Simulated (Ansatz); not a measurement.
Al (P6₃/mmc, No. 194, 2 atoms in the cell; start mp-2647008; another form than the element's usual one)

Calculation: PBEsol (Ansatz, an electronic-structure program, plane waves, PAW).

Settings: plane-wave cutoff 500 eV, 30×30×16 k mesh (along the axes of the cell as run), Fermi–Dirac smearing 0.1 eV, scalar-relativistic PAW data made under PBE.

Cell (relaxed at this level):

```cif
data_Al2
_chemical_formula_sum 'Al2'
_space_group_name_H-M_alt 'P63/mmc'
_space_group_IT_number 194
_space_group_name_Hall '-P 6c 2c'
_cell_length_a 2.83818
_cell_length_b 2.83818
_cell_length_c 4.67880
_cell_angle_alpha 90.000
_cell_angle_beta 90.000
_cell_angle_gamma 120.000
loop_
_atom_site_label
_atom_site_type_symbol
_atom_site_symmetry_multiplicity
_atom_site_Wyckoff_symbol
_atom_site_fract_x
_atom_site_fract_y
_atom_site_fract_z
_atom_site_occupancy
Al1 Al 2 c 0.33333 0.66667 0.25000 1
```

```
Quantity  Value
--------  -----
band gap   none
```

Note: the relaxation could not lower the start's symmetry, so the cell can be a saddle point above a distorted one.

Computed values are for the static lattice.

Computing time: about 50 core-seconds (a rough figure).

A start named mp-… is a Materials Project structure, which need not be a measured phase.
